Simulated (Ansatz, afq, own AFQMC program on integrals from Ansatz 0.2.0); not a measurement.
Two steps: Ansatz 0.2.0 writes the Fock matrix and Cholesky factors of the valence space, and afq projects on them the lowest state that overlaps trial and start.

```yaml
crystal:
  periodic: [false, false, false]
  atoms:
    - {symbol: Ta, position_ang: [0.000000, 0.000000, 0.000000]}
    - {symbol: Cl, position_ang: [0.000000, 0.000000, 2.875200]}
basis:
  gaussian: {orbitals: def2-TZVP}
magnetization: {spin_polarized: true, initial_magnetization: 6}
correlation: {method: ccsd_t, electrons: outside_noble_gas, hamiltonian_folder: ham}
```

```sh
$ ansatz run in.yaml --threads 1 --pin off --events-out ev --progress --plain --max-ram 16896MiB --backend cuda --devices 0, --max-vram 18GiB
```

afq runs on the folder ham with

```
--method free --trial cisd --walkers 3300 --time-step 0.03 --max-blocks 4000 --target-error 0.00042 --factor-cut 1e-05 --seed 2558 --times 0,0.21,0.42,0.81,1.2,1.8,2.4,3 --taylor-order 8
```

Times are imaginary, in 1/Eh. The walk had a cap of 122 s. Core potentials past Kr, no spin–orbit coupling.

Output of the walk:

```
orbitals 68  electrons 9 3  factors 493 of 583
reference energy -515.75348377 Eh
CCSD correlation -0.23589055 Eh in 18 cycles, weight of the determinant in the CISD state 0.8907
repeat  energy at the last time / Eh  error
    10  -515.997935  0.000242
    20  -515.998066  0.000164
    30  -515.998015  0.000134
time / (1/Eh)  energy / Eh  error  mean overlap
  0.00  -515.989383  0.000024  1.1227
  0.21  -515.993761  0.000038  1.1210
  0.42  -515.995604  0.000049  1.1209
  0.81  -515.996940  0.000056  1.1213
  1.20  -515.997453  0.000052  1.1221
  1.80  -515.997901  0.000077  1.1211
  2.40  -515.998031  0.000065  1.1201
  3.00  -515.998015  0.000134  1.1277
energy -515.998015 +/- 0.000134 Eh
```

The run passed its tests (error under three times the target), which doesn't prove that it has relaxed, ending at its cap on processor time.

Against this walk (error 3.7 meV) on the same determinant: CCSD(T) 34.0 meV higher, CCSDT(Q) 6.2 meV lower (within the noise). The error is statistical, and a free projection of finite length keeps a remainder of its start.

Cautions: remainder of the start not in the error; no spin-orbit coupling; outer-core shells of the metal frozen; lower spins were not checked; higher spins were not checked.

The walk took 2.1 min on 1 × NVIDIA H100 80GB HBM3 with 2 threads of AMD EPYC 7R13 Processor (Zen 3) (shared host) (the card was shared). The log's last line is the free-projection energy.

CCSDT and higher add their correlation energy to the determinant of the CCSD(T) run, since their own runs factorise the integrals more tightly (a shift of under 2 meV). A walk keeps the symmetry of its determinant, which the program's search chose and which needn't be the lowest solution, so a lower state of the same spin and another symmetry isn't excluded.
